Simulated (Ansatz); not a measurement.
ethane (C₂H₆), SMILES CC.

Geometry: r2SCAN-D4/def2-TZVP.

Two levels are set side by side: PBE/def2-TZVPD (Ansatz, a program for electronic structure) and CAM-B3LYP/def2-TZVPD (Ansatz). Energy differences of separate SCF runs at the same geometry; the states with an electron removed or added have multiplicity 2 and 2. Differences are taken from unrounded values.

| quantity | CAM-B3LYP |
|---|---|
| vertical ionisation energy (eV) | 12.38 |
| vertical singlet–triplet gap (eV) | 9.02 |

Problem. What does PBE give, and how far is it from CAM-B3LYP? (An estimate is asked for; the answer gives what the named calculation found.)

Solution. 
| quantity | PBE | PBE minus CAM-B3LYP |
|---|---|---|
| vertical ionisation energy (eV) | 11.87 | -0.51 |
| vertical singlet–triplet gap (eV) | 8.31 | -0.71 |
